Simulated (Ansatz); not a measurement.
**Appearance energy of a fragment ion: C6H14 → [C3H7]+ + C3H7 + e⁻**

Species: C6H14 (2,3-dimethylbutane) `CC(C)C(C)C`, singlet; [C3H7]+ `C[CH+]C`, singlet; C3H7 (methylethyl) `C[CH]C`, doublet. 

Shapes, held fixed at every level: PBE0-D4/def2-TZVP. Flexible molecules stand in one conformer, not always the lowest. Programs: Ansatz 0.2.0. Electronic energies: no zero-point or thermal term.

```csv
level,kind,ΔE (eV),less CCSD(T)/CBS estimate
MP2/def2-TZVPP,perturbation theory,+11.52,+0.13
HF/def2-TZVPP,Hartree–Fock,+9.28,-2.11
SPW92/def2-TZVPP,LDA,+11.47,+0.08
PBE0-D4/def2-TZVPP,global hybrid,+11.02,-0.37
r2SCAN0-D4/def2-TZVPP,global hybrid,+10.91,-0.48
wB97M-V/def2-TZVPP,range-separated hybrid,+11.08,-0.31
B2PLYP/def2-TZVPP,double hybrid,+10.87,-0.52
CCSD(T)/CBS estimate,coupled cluster or CI,+11.39,0.00
```

The highest level, CCSD(T)/CBS estimate, gives ΔE = +11.39 eV; the levels span +9.28 to +11.52. The column of differences is taken from that level and isn't an error. No measured value is set beside it here. Open shells run unrestricted. The CBS estimate extrapolates MP2 from def2-TZVPP and def2-QZVPP and adds CCSD(T) − MP2 in the triple-zeta set, cores frozen. The onset seen in experiment also holds zero-point changes and kinetic shifts.
